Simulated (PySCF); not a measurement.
One ligand Y is varied and pulled off as a radical: Zn(Cl)1–Y. All species are isolated molecules in the gas phase. One relaxed conformer stands for each flexible species; it need not be the lowest. Multiplicities are imposed; where one is given, others were not computed. Strings in code marks are SMILES.

Level of theory: r2SCAN-D4/def2-TZVP // r2SCAN-D4/def2-SVP in PySCF. All candidates: neutral, multiplicity 2. 

dipole moment: 2.02 D
highest occupied spin orbital: -6.35 eV

### Question
Which member has these values?
A) `C[O]`
B) `[NH2]`
C) `[SH]`
D) `[OH]`

### Answer
A, `C[O]`. The others give `[OH]`: 1.76 D, -7.57 eV; `[NH2]`: 1.96 D, -7.49 eV; `[SH]`: 0.91 D, -6.40 eV
